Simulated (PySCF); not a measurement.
**N₂H₆, a complex of two parts: interaction energy**

Aim: the interaction energy of 2 × `N`.

Programs: PySCF 2.14.0. All values are calculated, for the isolated system unless a continuum is named. Atoms count from 0, parts from 1.

## 1. Starting point

8 atoms, charge 0, multiplicity 1; geometry: GFN2-xTB. Parts: 1 = atoms 0–3, `N`, charge 0; 2 = atoms 4–7, `N`, charge 0.

## 2. Relaxing the molecule at PBE0-D3(BJ)/def2-SVPD

What the job is given:

```
{"job": {"xc": "PBE0", "basis": "def2-SVPD", "d3": "d3bj", "grid": 2, "kind": "geom", "shake": 0.01}, "charge": 0, "multiplicity": 1, "parts": [{"atoms": "0-3", "charge": 0, "multiplicity": 1}, {"atoms": "4-7", "charge": 0, "multiplicity": 1}]}
N     -0.036471    -0.111647     0.284289
H     -0.422274    -0.760279    -0.391143
H     -0.378840     0.832422    -0.023701
H      0.987555    -0.109738     0.225006
N     -1.643817    -0.810107     2.833167
H     -1.159878    -0.590504     1.970172
H     -1.635290     0.046993     3.392438
H     -1.059043    -1.471407     3.341550
```

Command:

```bash
OMP_NUM_THREADS=1 python cluster_run.py task.json out
```

This one command runs all jobs of the session in turn.

**Question.** The jobs that follow are: CCSD(T)/aug-cc-pVDZ and MP2/aug-cc-pVTZ counterpoise interaction energy, frozen core, gas phase. Predict: point group; rotational constants (main isotopes); interaction energy, CCSD(T) limit estimate; MP2/aug-cc-pVTZ; T1 diagnostic.

As calculated:

| quantity | value |
| --- | --- |
| point group | C1 |
| rotational constants (main isotopes) | 113.59, 5.33, 5.28 GHz |
| interaction energy, CCSD(T) limit estimate | -2.94 kcal/mol |
| MP2/aug-cc-pVTZ | -2.87 kcal/mol |
| T1 diagnostic | 0.0100 |

What this shows: The optimisation took 3 steps and gained 0.059 eV; among the close pairs (by a distance rule), N0–H2 changed most, from 1.050 to 1.016 Å. The estimate adds CCSD(T) less MP2 in the small basis (+0.07 kcal/mol) to extrapolated MP2. Hartree-Fock gives -1.29 against -2.94 kcal/mol, so correlation carries most of the binding.
